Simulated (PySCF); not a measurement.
CN (charge -1), SMILES [C-]#N, point group C∞v.

Level: B3LYP/pcSseg-2 in PySCF (density fitting, grid level 2); geometry and Hessian at that level, cubic constants and property derivatives from steps of ±0.6 along each species' dimensionless normal coordinates, second-order vibrational perturbation theory. The parent has the commonest isotopes.

Equilibrium geometry (Å):

```tsv
atom	x	y	z
C1	0.5904	-0.0118	-0.0110
N2	-0.5794	0.0169	-0.0456
```

An isotope shift is δ(isotopologue) − δ(parent), that is, the negative of the change in the averaged GIAO shielding; n counts bonds from the nearest label (0: the labelled atom itself). These are computed values; those of heavy atoms are rounded to 5 ppb, about the numerical noise.

What isotope shifts arise with ¹⁵N at 2?


```tsv
nucleus	n	0 K (ppb)	298.15 K (ppb)
N2	0	-65	-65
C1	1	-35	-35
```

What isotope shifts arise with ¹³C at 1?


| nucleus | n | 0 K (ppb) | 298.15 K (ppb) |
| --- | --- | --- | --- |
| C1 | 0 | -50 | -50 |
| N2 | 1 | -85 | -85 |

What isotope shifts arise with ¹³C at 1, ¹⁵N at 2?


```tsv
nucleus	n	0 K (ppb)	298.15 K (ppb)
C1	0	-90	-90
N2	0	-150	-150
```
